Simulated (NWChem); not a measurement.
Everything below was run with NWChem. System: CH₂, charge 1, spin multiplicity 4, at the geometry of a parent with another charge or spin, in a state set for the comparison that need not be this species' ground state. Its SCF solution wasn't tested for a lower state. Level: UMP2/def2-TZVP, 1 core orbitals frozen.

Part of the output:

```
             Northwest Computational Chemistry Package (NWChem) 7.3.0
             --------------------------------------------------------

                                NWChem Input Module
                                -------------------

 Scaling coordinates for geometry "geometry" by  1.889725989
 (inverse scale =  0.529177249)

 Turning off AUTOSYM since
 SYMMETRY directive was detected!

                             Geometry "geometry" -> ""
                             -------------------------

 Output coordinates in angstroms (scale by  1.889725989 to convert to a.u.)

  No.       Tag          Charge          X              Y              Z
 ---- ---------------- ---------- -------------- -------------- --------------
    1 C                    6.0000     0.00000000     0.00000000     0.09236000
    2 H                    1.0000     1.05717700     0.00000000    -0.27708100
    3 H                    1.0000    -1.05717700     0.00000000    -0.27708100

 Effective nuclear repulsion energy (a.u.)       5.9206905035

            Nuclear Dipole moment (a.u.)
            ----------------------------
        X                 Y               Z
 ---------------- ---------------- ----------------
     0.0000000000     0.0000000000    -0.0000037795

      Symmetry information
      --------------------

 Group name             C2v
 Group number             16
 Group order               4
 No. of unique centers     2

      Symmetry unique atoms

     1    2


 Summary of "ao basis" -> "" (spherical)
 ------------------------------------------------------------------------------
       Tag                 Description            Shells   Functions and Types
 ---------------- ------------------------------  ------  ---------------------
 *                         def2-tzvp                  on all atoms

 Summary of "ao basis" -> "ao basis" (spherical)
 ------------------------------------------------------------------------------
       Tag                 Description            Shells   Functions and Types
 ---------------- ------------------------------  ------  ---------------------
 C                         def2-tzvp                11       31   5s3p2d1f
 H                         def2-tzvp                 4        6   3s1p

                                 NWChem SCF Module
                                 -----------------

  ao basis        = "ao basis"
  functions       =    43
  atoms           =     3
[...]
     2   0 2 0     -4.593057     -3.782211     -0.810846      0.000000
     2   0 1 1      0.000000      0.000000     -0.000000      0.000000
     2   0 0 2     -4.211079     -4.026286     -0.915897      0.731104

                   NWChem MP2 Semi-direct Energy/Gradient Module
                   ---------------------------------------------

  Basis functions       =     43
  Molecular orbitals    =     43
  Frozen core           =      1
  Frozen virtuals       =      0
  Active alpha occupied =      4
  Active beta occupied  =      1
  Active alpha virtual  =     38
  Active beta virtual   =     41
  Use MO symmetry       = T
  Use skeleton AO sym   = T

  AO/Fock/Back tols     =   1.0D-09  1.0D-09  1.0D-09

 GA uses MA = F    GA memory limited = T

 Available:
  local mem=  1.26D+08
 global mem=  1.44D+08
 local disk=  0.00D+00
  mp2_memr nvloc                    38
  nvloc new                    38
   1 passes of   4:        3145728                      11368                    492116.
   1 passes of   4: M    126153723           G      144175502           F     123007995.

 Semi-direct pass number   1 of   1  for UHF alpha       at        0.2s
  vrange nnbf                   946
  mp2_eaftype                    10  avail_ma_in_mb                  1099
 EAF : mp2_eaftype filesize          10     246058.
  mp2_eaf for mointskh                     10
Node 0 wrote      1.2 Mb in      0.0 s     Agg I/O rate:  2381.6 Mb/s
 Done moints_semi at        0.3s
  mp2_eaftype                    10  avail_ma_in_mb                  1089
 EAF : mp2_eaftype filesize          10     246058.
  mp2_eaf for kh                    10
 Done maket at        0.3s
 Done multipass loop at        0.3s

 GA uses MA = F    GA memory limited = T

 Available:
  local mem=  1.26D+08
 global mem=  1.44D+08
 local disk=  0.00D+00
  mp2_memr nvloc                    41
  nvloc new                    41
   1 passes of   1:        3145728                       5821                    135096.
   1 passes of   1: M    126153723           G      144175502           F     123007995.

 Semi-direct pass number   1 of   1  for UHF beta        at        0.3s
  vrange nnbf                   946
  mp2_eaftype                    10  avail_ma_in_mb                  1099
 EAF : mp2_eaftype filesize          10      67548.
  mp2_eaf for mointskh                     10
Node 0 wrote      0.3 Mb in      0.0 s     Agg I/O rate:  2500.9 Mb/s
 Done moints_semi at        0.4s
  mp2_eaftype                    10  avail_ma_in_mb                  1089
 EAF : mp2_eaftype filesize          10      67548.
  mp2_eaf for kh                    10
 Done maket at        0.4s
 Done multipass loop at        0.4s

          -------------------------------------------
          SCF energy                 -38.397992959582
          Correlation energy          -0.086391545304
          Singlet pairs                0.000000000000
          Triplet pairs                0.000000000000
          Total MP2 energy           -38.484384504886
          -------------------------------------------

          ---------------------------------------------------
                    Spin Component Scaled (SCS) MP2
          Same spin pairs                     -0.023265541245
          Same spin scaling factor             0.333333333333
          Opposite spin pairs                 -0.063126004059
          Opposite spin scaling fact.          1.200000000000
          SCS-MP2 correlation energy          -0.083506385286
          Total SCS-MP2 energy               -38.481499344868
          ---------------------------------------------------

 -----------------------
 Performance information
 -----------------------

 Timer overhead =  1.28D-07 seconds/call

               Nr. of calls         CPU time (s)                 Wall time (s)                GFlops
             ---------------    -------------------     ------------------------------   -------------------
Name         Min   Avg   Max    Min     Avg     Max     Min     Avg     Max   Mx/calls   Min     Max     Sum
mp2: moin     2     2     2   0.26    0.26    0.26     0.26    0.26    0.26    0.13      0.0     0.0     0.0
mp2: make     2     2     2   6.03E-3 6.03E-3 6.03E-3  6.03E-3 6.03E-3 6.03E-3 3.02E-3   0.0     0.0     0.0
mp2: tota     1     1     1   0.30    0.30    0.30     0.30    0.30    0.30    0.30      0.0     0.0     0.0

 The average no. of pstat calls per process was 5.00D+00
 with a timing overhead of 6.41D-07s

 Task  times  cpu:        0.4s     wall:        0.4s

 Total times  cpu:        0.4s     wall:        0.4s
```

### Question
Write an NWChem input that would produce this output.

### Answer
Several could match; the one computed here: 
```
start mol
memory heap 200 mb stack 900 mb global 1100 mb
charge 1
geometry units angstroms nocenter noautoz
  C      0.000000     0.000000     0.092360
  H      1.057177     0.000000    -0.277081
  H     -1.057177     0.000000    -0.277081
  symmetry group C2v
end
basis spherical
  * library def2-tzvp
end
scf
  uhf
  nopen 3
  maxiter 100
  thresh 1e-7
  semidirect memsize 60000000 filesize 0
  # guess.movecs holds the orbitals of an unrestricted PBE0 run
  vectors input guess.movecs output mol.movecs
end
mp2
  freeze core 1
end
task mp2 energy
```
